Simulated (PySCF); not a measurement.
## Single point on LiMg

State: ²Σ⁺ (doublet), unpaired electrons σ ↑.

An equivalent input (the run itself took its basis sets from the Basis Set Exchange, started from a PBE0 density and held the occupation σ 6α 5β, πx 1α 1β, πy 1α 1β):

```python
from pyscf import gto, dft
mol = gto.M(atom='Li 0 0 0; Mg 0 0 3.099', basis={'Li': 'cc-pVDZ', 'Mg': 'cc-pVDZ'},
            charge=0, spin=1, verbose=4, symmetry='C2v')
mf = dft.UKS(mol, xc='TPSS')
mf.grids.atom_grid = (80, 434)
mf.grids.prune = dft.gen_grid.treutler_prune
mf.irrep_nelec = {'A1': (6, 5), 'B1': (1, 1), 'B2': (1, 1)}
mf.conv_tol = 1e-9
mf.max_cycle = 60
mf.diis_space = 10
mf.kernel()
```

The log (some set-up lines and the per-cycle HOMO/LUMO lines removed):

```
******** <class 'pyscf.dft.uks_symm.SymAdaptedUKS'> ********
method = SymAdaptedUKS
damping factor = 0
level_shift factor = 0
DIIS = <class 'pyscf.scf.diis.CDIIS'>
diis_start_cycle = 1
diis_space = 10
diis_damp = 0
SCF conv_tol = 1e-09
SCF conv_tol_grad = None
SCF max_cycles = 60
number electrons alpha = 8  beta = 7
Set gradient conv threshold to 3.16228e-05
init E= -207.582610732663
cycle= 1 E= -207.583051868436  delta_E= -0.000441  |g|= 0.00392  |ddm|= 0.192
cycle= 2 E= -207.583053687251  delta_E= -1.82e-06  |g|= 0.00306  |ddm|= 0.0681
cycle= 3 E= -207.583081209707  delta_E= -2.75e-05  |g|= 0.00111  |ddm|= 0.0389
cycle= 4 E= -207.58308582799  delta_E= -4.62e-06  |g|= 0.000129  |ddm|= 0.0132
cycle= 5 E= -207.583085910497  delta_E= -8.25e-08  |g|= 1.93e-05  |ddm|= 0.00207
cycle= 6 E= -207.583085912743  delta_E= -2.25e-09  |g|= 7.46e-06  |ddm|= 0.000335
cycle= 7 E= -207.583085913037  delta_E= -2.94e-10  |g|= 3.17e-06  |ddm|= 0.000122
Extra cycle  E= -207.583085913079  delta_E= -4.23e-11  |g|= 2.17e-06  |ddm|= 5.81e-05
converged SCF energy = -207.583085913079  <S^2> = 0.76067177  2S+1 = 2.0106434
```

Repeating this along the bond gives Re = 3.059 Å and ωe = 219 cm⁻¹.

A point of this curve took 0.48 CPU seconds beside 0.045 for the integrals, on Arm Neoverse V1 (shared host).

The state was picked by a PBE0 search and need not be the measured ground state.
